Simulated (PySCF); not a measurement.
Some computed properties have been withheld. Give your best values.

Species: C3H3NS.
Structure used (PBE0-D3(BJ)/def2-TZVP), in Å, numbered top down from 1:
```xyz
8
C3H3NS angstrom
C     -0.9975   -0.1727    0.9038
C     -0.5705    0.7074    0.0144
S      1.0304    0.8242   -0.7087
C      1.8089   -0.4590    0.0424
N      2.3632   -1.3364    0.5493
H     -0.3618   -0.9569    1.2978
H     -2.0185   -0.1184    1.2601
H     -1.2041    1.4942   -0.3819
```

```json
{"property": "point group", "level": "PBE0-D3(BJ)/def2-TZVP", "value": "?"}
{"property": "rotational constants A, B, C", "level": "PBE0-D3(BJ)/def2-TZVP", "value": "?"}
{"property": "dipole moment", "level": "B97-2/pcSseg-2", "value": "3.66 D"}
{"property": "HOMO energy", "level": "B97-2/pcSseg-2", "value": "-7.18 eV"}
{"property": "LUMO energy", "level": "B97-2/pcSseg-2", "value": "?"}
{"property": "13C chemical shifts (computed TMS as zero) by class", "level": "GIAO B97-2/pcSseg-2", "value": "129.9 (C2), 123.0 (C1), 113.5 (C4) ppm"}
{"property": "1H chemical shifts (computed TMS as zero) by class", "level": "GIAO B97-2/pcSseg-2", "value": "6.14 (H6), 6.03 (H8), 5.88 (H7) ppm"}
{"property": "isotropic shieldings of nuclei other than C and H, by class", "level": "GIAO B97-2/pcSseg-2", "value": "-82 (N5), 470 (S3) ppm"}
```

Gas-phase values; electronic properties from PySCF, density fitting. Isolated species at its PBE0-D3(BJ)/def2-TZVP geometry (one conformer only).

Question: Give the point group.

Answer: Cs.

Question: Give the rotational constants A, B, C.

Answer: 6.838, 3.603, 2.360 GHz.

Question: The LUMO energy?

Answer: -0.99 eV.

The rotational constants make it an asymmetric top with κ = (2B − A − C)/(A − C) = -0.44, nearer the prolate limit (−1). The dipole equals about 12.2 × 10⁻³⁰ C·m (1 D = 3.33564 × 10⁻³⁰ C·m). With B = h/(8π²I), that is 505.379 GHz u Å² over I, the principal moments of inertia are 73.9, 140.3 and 214.2 u Å² (most abundant isotopes).

For the geometry optimisation (PBE0-D3(BJ)/def2-TZVP), hardware: one thread of an AMD EPYC 9R45, shared host with 96 logical CPUs at a one-minute load of 53. Cost: 52 s, 0.69 GiB resident at most.
